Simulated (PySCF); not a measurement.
Two structures of MgNH4Cl, singlet, reached by relaxing down either side of one saddle point (PBE0-D4/def2-TZVP). Energies are electronic, without zero-point energy. Computed with PySCF 2.14 with density fitting (its default auxiliary sets; JK sets also for MP2 and CCSD(T)) (basis: def2-TZVPP and def2-QZVPP); correlated methods freeze the cores. The outer core shell of Li, Na, Mg and K is correlated. The def2 sets are not built for correlating such inner shells, so the correlated values are less sure here. Extrapolation: Hartree–Fock as exp(−7.88 √X), correlation as X^−2.97. First:

```csv
atom,x (Å),y (Å),z (Å)
Mg1,-0.2932,0.4615,-0.6374
N2,1.3194,-0.4647,-0.3726
Cl3,-2.0257,1.6578,-1.2502
H4,-0.8965,-0.3805,1.4252
H5,-1.5440,-0.0482,1.2294
H6,1.5103,-1.1575,0.3357
H7,2.1436,-0.3979,-0.9507
```

Second:

```csv
atom,x (Å),y (Å),z (Å)
Mg1,-1.1220,0.5655,-0.1972
N2,0.7820,-0.3631,0.3126
Cl3,-1.0936,0.1063,-2.3847
H4,1.0631,-0.3161,1.2860
H5,-1.9063,1.2647,1.1518
H6,0.7574,-1.3415,0.0413
H7,1.5177,0.0594,-0.2457
```

Question: Which bonds change from the first to the second?

Answer: MgNH₂Cl ([NH2][Mg][Cl]) + H₂ → MgHCl ([MgH][Cl]) + NH₃ (still joined by a long Mg–N bond); bonds formed: Mg1–H5, N2–H4; bonds broken: H4–H5; bonds weakened to dative contacts: Mg1–N2.

Question: Give the saddle point's structure and its height above each. (An estimate is asked for; the value comes from the calculation.)

Answer: Computed: 0.666 eV above the first and 1.178 eV above the second (CCSD(T) at an estimated basis limit (MP2 extrapolated from triple and quadruple zeta, plus CCSD(T) − MP2 in triple zeta)).
```csv
atom,x (Å),y (Å),z (Å)
Mg1,-0.8032,0.3226,-0.5741
N2,0.8974,-0.4609,0.0853
Cl3,-2.2802,0.8222,-2.1114
H4,0.0664,0.1627,1.0786
H5,-0.7443,0.6414,1.3365
H6,1.0548,-1.4529,0.2214
H7,1.8091,-0.0350,-0.0361
```

The T1 diagnostic stays at or below 0.010. The end structure is not quite a true minimum (one mode of 54i cm⁻¹).

Labels in which every atom is bracketed show which atoms are joined, not bond orders.

For scale, one of the runs: CCSD(T)/def2-TZVPP, 161 basis functions, launched by `OMP_NUM_THREADS=4 python run.py`. Hardware: 4 CPU threads of a Oxide Virtual Turin-like, shared host. Wall time 110 s; peak host memory 1.6 GiB.
